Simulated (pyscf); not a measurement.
Structures and frequencies: ωB97X-D3(BJ)/def2-SVP in PySCF.

**Question.** Estimate by transition-state theory the rate constant of O=V(F)(Cl)–Cl + HCl → O=V(Cl)(Cl)–Cl + HF (singlet surface; F–V, Cl–H broken, Cl–V, F–H formed) at 298 K, with ωB97M-D3(BJ)/def2-TZVP energies (ideal gas, 1 atm, RRHO with modes under 100 cm⁻¹ raised to 100, one conformer, R ln 2 for chiral ones without a mode under 150 cm⁻¹; no tunnelling).

**Answer.** The electronic barrier is 15.8 kcal/mol and the thermal terms add +9.8, so ΔG‡ = 25.6 kcal/mol. With k_BT/h = 6.21e+12 s⁻¹ and RT = 0.592 kcal/mol, and a volume of 4.06e-20 cm³ per molecule at 1 atm, k = 4.0e-26 cm³ molecule⁻¹ s⁻¹. Wigner's tunnelling factor for 642i cm⁻¹ would be 1.40, likely too low at so high a frequency. A shift of 1 kcal/mol in the barrier changes k by a factor 5.4. One saddle was located; it need not be the lowest between these sides.
